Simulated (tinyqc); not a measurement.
Inside a calculation. Method: UHF in the sto-3g basis, for HF, spin multiplicity 1. This run ends on a higher stationary point, not on the lowest solution. One step of it, computed by the program tinyqc.

Task: Iteration 2: diagonalisation and new density. Diagonalise F' = X^T F X, C = X C', fill 5 alpha and 5 beta electrons from the bottom; D(s) = C_occ C_occ^T. Each column has its largest component positive (the first on a tie).

extrapolated F(alpha) (hartree):
```
             1F 1s      1F 2s     1F 2px     1F 2py     1F 2pz      2H 1s
1F 1s   -25.929238  -6.628427  -0.000157   0.000427  -0.014767  -0.562699
1F 2s    -6.628427  -3.017597  -0.019824   0.054071  -0.011832  -0.573537
1F 2px   -0.000157  -0.019824  -0.458375  -0.036825  -0.068044   0.025587
1F 2py    0.000427   0.054071  -0.036825  -0.371434   0.185594  -0.069791
1F 2pz   -0.014767  -0.011832  -0.068044   0.185594  -0.313893  -0.384849
2H 1s    -0.562699  -0.573537   0.025587  -0.069791  -0.384849  -0.248370
```

extrapolated F(beta) (hartree):
```
             1F 1s      1F 2s     1F 2px     1F 2py     1F 2pz      2H 1s
1F 1s   -25.929238  -6.628427   0.000157  -0.000427  -0.014767  -0.562699
1F 2s    -6.628427  -3.017597   0.019824  -0.054071  -0.011832  -0.573537
1F 2px    0.000157   0.019824  -0.458375  -0.036825   0.068044  -0.025587
1F 2py   -0.000427  -0.054071  -0.036825  -0.371434  -0.185594   0.069791
1F 2pz   -0.014767  -0.011832   0.068044  -0.185594  -0.313893  -0.384849
2H 1s    -0.562699  -0.573537  -0.025587   0.069791  -0.384849  -0.248370
```

X:
```
                1          2          3         4          5         6
1F 1s   -0.477761   0.655108   0.000000  0.000000  -0.527548  0.354902
1F 2s    0.789272  -0.360320   0.000000  0.000000  -0.309371  0.527407
1F 2px   0.000000   0.000000  -0.552603  0.833445   0.000000  0.000000
1F 2py   0.000000   0.000000   0.833445  0.552603   0.000000  0.000000
1F 2pz   0.425257   0.644036   0.000000  0.000000   0.615589  0.273335
2H 1s   -0.733041  -0.441305   0.000000  0.000000   0.367848  0.495125
```

Give: F' = X^T F X; orbital energies; coefficients C; F' = X^T F X; orbital energies; coefficients C; D(alpha) after iteration 2; D(beta) after iteration 2.

Result:

F' = X^T F X (alpha) (hartree):
```
        1       2       3       4       5       6
1  -2.482   4.689   0.179   0.043  -4.332   3.275
2   4.689  -8.214   0.136   0.032   8.373  -6.842
3   0.179   0.136  -0.364   0.026   0.074   0.046
4   0.043   0.032   0.026  -0.466   0.018   0.011
5  -4.332   8.373   0.074   0.018  -9.633   7.711
6   3.275  -6.842   0.046   0.011   7.711  -7.279
```

orbital energies (alpha) (hartree): MO1 -25.938, MO2 -1.415, MO3 -0.569, MO4 -0.472, MO5 -0.368, MO6 0.324

coefficients C (alpha):
```
           MO1     MO2     MO3    MO4     MO5     MO6
1F 1s    0.995  -0.259   0.035  0.000   0.026   0.051
1F 2s    0.020   1.003  -0.165  0.000  -0.149  -0.268
1F 2px   0.000   0.018   0.181  0.939  -0.272   0.108
1F 2py   0.000  -0.050  -0.493  0.344   0.741  -0.295
1F 2pz   0.001   0.024   0.727  0.000   0.211  -0.690
2H 1s   -0.003   0.086   0.313  0.000   0.549   0.840
```

F' = X^T F X (beta) (hartree):
```
        1       2       3       4       5       6
1  -2.482   4.689  -0.179  -0.043  -4.332   3.275
2   4.689  -8.214  -0.136  -0.032   8.373  -6.842
3  -0.179  -0.136  -0.364   0.026  -0.074  -0.046
4  -0.043  -0.032   0.026  -0.466  -0.018  -0.011
5  -4.332   8.373  -0.074  -0.018  -9.633   7.711
6   3.275  -6.842  -0.046  -0.011   7.711  -7.279
```

orbital energies (beta) (hartree): MO1 -25.938, MO2 -1.415, MO3 -0.569, MO4 -0.472, MO5 -0.368, MO6 0.324

coefficients C (beta):
```
           MO1     MO2     MO3    MO4     MO5     MO6
1F 1s    0.995  -0.259   0.035  0.000  -0.026   0.051
1F 2s    0.020   1.003  -0.165  0.000   0.149  -0.268
1F 2px   0.000  -0.018  -0.181  0.939  -0.272  -0.108
1F 2py   0.000   0.050   0.493  0.344   0.741   0.295
1F 2pz   0.001   0.024   0.727  0.000  -0.211  -0.690
2H 1s   -0.003   0.086   0.313  0.000  -0.549   0.840
```

D(alpha) after iteration 2:
```
         1F 1s   1F 2s  1F 2px  1F 2py  1F 2pz   2H 1s
1F 1s    1.059  -0.249  -0.005   0.015   0.026   0.000
1F 2s   -0.249   1.055   0.029  -0.079  -0.128  -0.047
1F 2px  -0.005   0.029   0.988   0.032   0.075  -0.091
1F 2py   0.015  -0.079   0.032   0.913  -0.203   0.248
1F 2pz   0.026  -0.128   0.075  -0.203   0.573   0.345
2H 1s    0.000  -0.047  -0.091   0.248   0.345   0.407
```

D(beta) after iteration 2:
```
         1F 1s   1F 2s  1F 2px  1F 2py  1F 2pz   2H 1s
1F 1s    1.059  -0.249   0.005  -0.015   0.026   0.000
1F 2s   -0.249   1.055  -0.029   0.079  -0.128  -0.047
1F 2px   0.005  -0.029   0.988   0.032  -0.075   0.091
1F 2py  -0.015   0.079   0.032   0.913   0.203  -0.248
1F 2pz   0.026  -0.128  -0.075   0.203   0.573   0.345
2H 1s    0.000  -0.047   0.091  -0.248   0.345   0.407
```
